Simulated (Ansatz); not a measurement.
BS⁺, triplet in 6-31G: errors against full CI

Geometry: a PBE0/def2-TZVP stationary point for this spin.

| atom | x (Å) | y (Å) | z (Å) |
| --- | --- | --- | --- |
| B | 0.0000 | 0.0000 | 0.0000 |
| S | 0.0000 | 0.0000 | 1.7033 |

Basis 6-31G; Ansatz 0.2.0. Correlated methods freeze the noble-gas cores, which leaves 8 electrons in 16 orbitals. R marks a restricted (for open shells ROHF) determinant, U an unrestricted one. Active spaces: valence = (8e, 8o) chosen from the atoms' valence shells.

Full CI is exact within this basis and frozen core; it isn't the basis-set limit. The frozen core follows each run's orbitals, which can shift R against U totals by a few meV.

For open shells CISD and CISDTQ are restricted-active-space CI with the open shells as a complete middle space.

```
UHF ⟨S²⟩                          : 2.009
T1 diagnostic (RCCSD)             : 0.0387
largest doubles amplitude (RCCSD) : 0.088
T1 diagnostic (UCCSD)             : 0.0358
```

```json
{"level": "RHF", "E − E(full CI) (meV)": "2471", "share of correlation (%)": "0.00", "wall time": "–"}
{"level": "UHF", "E − E(full CI) (meV)": "2429", "share of correlation (%)": "1.67", "wall time": "–"}
{"level": "RMP2", "E − E(full CI) (meV)": "622", "share of correlation (%)": "74.83", "wall time": "–"}
{"level": "UMP2", "E − E(full CI) (meV)": "615", "share of correlation (%)": "75.13", "wall time": "–"}
{"level": "CISD", "E − E(full CI) (meV)": "186", "share of correlation (%)": "92.47", "wall time": "0.6 s"}
{"level": "RCCSD", "E − E(full CI) (meV)": "148", "share of correlation (%)": "93.99", "wall time": "–"}
{"level": "UCCSD", "E − E(full CI) (meV)": "147", "share of correlation (%)": "94.05", "wall time": "–"}
{"level": "RCCSD(T)", "E − E(full CI) (meV)": "29", "share of correlation (%)": "98.83", "wall time": "0.63 s"}
{"level": "UCCSD(T)", "E − E(full CI) (meV)": "30", "share of correlation (%)": "98.81", "wall time": "0.63 s"}
{"level": "BCCD(T)", "E − E(full CI) (meV)": "35", "share of correlation (%)": "98.58", "wall time": "0.58 s"}
{"level": "RCCSDT", "E − E(full CI) (meV)": "-6", "share of correlation (%)": "100.25", "wall time": "–"}
{"level": "UCCSDT", "E − E(full CI) (meV)": "-6", "share of correlation (%)": "100.25", "wall time": "–"}
{"level": "CISDTQ", "E − E(full CI) (meV)": "6", "share of correlation (%)": "99.77", "wall time": "1.8 s"}
{"level": "RCCSDT(Q)", "E − E(full CI) (meV)": "1", "share of correlation (%)": "99.97", "wall time": "2.9 s"}
{"level": "UCCSDT(Q)", "E − E(full CI) (meV)": "-5", "share of correlation (%)": "100.22", "wall time": "2.7 s"}
{"level": "RCCSDTQ", "E − E(full CI) (meV)": "-1", "share of correlation (%)": "100.06", "wall time": "18 s"}
{"level": "UCCSDTQ", "E − E(full CI) (meV)": "-2", "share of correlation (%)": "100.06", "wall time": "19 s"}
{"level": "CASSCF (valence space)", "E − E(full CI) (meV)": "648", "share of correlation (%)": "73.76", "wall time": "–"}
{"level": "NEVPT2 (valence space)", "E − E(full CI) (meV)": "181", "share of correlation (%)": "92.68", "wall time": "2.1 s"}
{"level": "MRCISD (valence space)", "E − E(full CI) (meV)": "13", "share of correlation (%)": "99.48", "wall time": "–"}
{"level": "MRCISD+Q (valence space)", "E − E(full CI) (meV)": "4", "share of correlation (%)": "99.86", "wall time": "2.7 s"}
```

The correlation energy at full CI, counted from RHF, is -2.471 eV. That run took 5.5 s on 1 thread of Arm Neoverse V2, shared host over 827,904 determinants.

Times hold each run's SCF and search for its determinant on a shared host, so for small cases they say little of a method's own cost; they ran on 1 thread of Arm Neoverse V2.

More than 5 meV below full CI, which no variational method can be: RCCSDT, UCCSDT, UCCSDT(Q).

The full-CI state has the irrep B2 of C2v, in the program's axes (one component, if the state is degenerate).

Natural occupations of full CI about the gap: 1.986 1.947 1.930 0.995 0.987 0.072 0.034 0.028 0.006 0.005; effectively unpaired electrons, Σ n²(2−n)², 2.06.
